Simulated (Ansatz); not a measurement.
Born–Oppenheimer molecular dynamics of C₅H₉Cl (15 atoms, charge 0, multiplicity 1). It goes on from the last frame of an earlier run, with new velocities.

These are results of RKS B3LYP/STO-3G (Ansatz 0.2.0), not measurements.

| Property | Result |
| --- | --- |
| ensemble | NVT, Langevin thermostat |
| time step | 1 fs |
| steps asked | 72 |
| set temperature | 1000 K |
| friction | 0.5 /fs |
| seed | 26982 |

First frame:

```xyz
15
Properties=species:S:1:pos:R:3
C 0.698 -1.848 -0.717
C 0.606 -0.466 -0.106
C 0.178 0.671 -1.006
C -0.682 0.275 0.239
C -0.706 1.264 1.427
Cl -1.740 2.729 0.970
H 0.755 -2.699 0.021
H 1.544 -1.976 -1.394
H -0.220 -2.069 -1.298
H 1.484 -0.242 0.525
H 0.692 1.596 -0.901
H -0.296 0.410 -1.985
H -1.597 -0.267 0.044
H 0.284 1.707 1.591
H -1.025 0.901 2.429
```

(1) How far do the bonds stretch over the last three quarters of this one trajectory? (Pairs bonded in most of those frames.)

Answers

(1) 
```json
{"bond": "C1–C2", "mean (Å)": "1.491", "spread (Å)": "0.034", "shortest": "1.44", "longest": "1.56"}
{"bond": "C1–H7", "mean (Å)": "1.117", "spread (Å)": "0.054", "shortest": "1.04", "longest": "1.27"}
{"bond": "C1–H8", "mean (Å)": "1.112", "spread (Å)": "0.044", "shortest": "1.02", "longest": "1.18"}
{"bond": "C1–H9", "mean (Å)": "1.136", "spread (Å)": "0.048", "shortest": "1.02", "longest": "1.22"}
{"bond": "C2–C3", "mean (Å)": "1.553", "spread (Å)": "0.038", "shortest": "1.47", "longest": "1.62"}
{"bond": "C2–C4", "mean (Å)": "1.536", "spread (Å)": "0.032", "shortest": "1.48", "longest": "1.58"}
{"bond": "C2–H10", "mean (Å)": "1.117", "spread (Å)": "0.040", "shortest": "1.03", "longest": "1.18"}
{"bond": "C3–C4", "mean (Å)": "1.473", "spread (Å)": "0.024", "shortest": "1.43", "longest": "1.52"}
{"bond": "C3–H11", "mean (Å)": "1.107", "spread (Å)": "0.040", "shortest": "1.02", "longest": "1.19"}
{"bond": "C3–H12", "mean (Å)": "1.117", "spread (Å)": "0.041", "shortest": "1.01", "longest": "1.19"}
{"bond": "C4–C5", "mean (Å)": "1.531", "spread (Å)": "0.042", "shortest": "1.43", "longest": "1.58"}
{"bond": "C4–H13", "mean (Å)": "1.096", "spread (Å)": "0.038", "shortest": "1.01", "longest": "1.19"}
{"bond": "C5–Cl6", "mean (Å)": "1.909", "spread (Å)": "0.033", "shortest": "1.87", "longest": "1.98"}
{"bond": "C5–H14", "mean (Å)": "1.117", "spread (Å)": "0.051", "shortest": "1.02", "longest": "1.23"}
{"bond": "C5–H15", "mean (Å)": "1.120", "spread (Å)": "0.062", "shortest": "1.03", "longest": "1.30"}
```

Mean temperature of the second half: 884 K. The mean temperature of the second half is 12 % below the set value. A run of 0.072 ps of so small a system gives no equilibrium averages. The friction is so strong that the motion is overdamped, so the time scale means little. Limits of this set-up: minimal basis.

Time of the run: 7.1 min on 1 CPU thread of a shared host.
